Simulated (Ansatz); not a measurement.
`N#COCN` → `N=CC(N)=O`  (isomerisation)

Computed with Ansatz on PBE0-D4/def2-TZVP structures; ΔE is electronic, products minus reactants. CBS: MP2 limit from def2 TZ/QZ plus the TZ coupled-cluster correction, frozen cores. Functionals use def2-TZVPP. Each species was taken in one conformer, which may not be the lowest.

```
       level  ΔE (eV)
    PBE-QIDH    -1.08
MP2/def2-SVP    -1.02
```

What does CCSD(T)/CBS give? (An estimate is asked.)

Computed: -1.07 eV. The listed levels differ from it by -0.01, 0.05 eV.

Largest T1 diagnostic among the species: 0.015.

The D4 term adds −0.03 eV with B3LYP and −0.02 eV with PBE0; it sums over pairs of atoms, weighted by their polarisabilities, and B3LYP, whose exchange is more repulsive, gets the larger term. Leaving LDA and LC-ωPBE aside and taking each functional with its dispersion term where it has one, the values, not all of them listed here, spread over 0.14 eV, from revPBE-D4 to B2PLYP. LDA lies −0.12 eV from PBE without D4.

B3LYP here is the variant with VWN-RPA as its local correlation; programs differ in this.
